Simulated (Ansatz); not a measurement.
Rock-salt SnTe (cubic form, which distorts at low temperature), treated with PBE (PAW; Ansatz, a first-principles code).

Run with plane-wave cutoff 520 eV, 20×20×20 k mesh, Fermi–Dirac smearing 0.05 eV, perturbation theory, scalar-relativistic PAW data made under PBE.

Cell (measured lattice):

```
CELL_PARAMETERS angstrom
      0.00000     3.15800     3.15800
      3.15800     0.00000     3.15800
      3.15800     3.15800     0.00000
ATOMIC_POSITIONS crystal
  Sn 0.00000 0.00000 0.00000
  Te 0.50000 0.50000 0.50000
```

Task: What does this level give for the TO(Γ) frequency?

Result: 
- TO(Γ) frequency: 34 cm⁻¹

Note: the solid has no gap at this level, which affects its response; symmetry holds this phase in the static calculation, where it need not be a minimum; the cell isn't this level's own, so it is under some stress, which shifts stiffness and frequencies.

Spin–orbit coupling is not included.
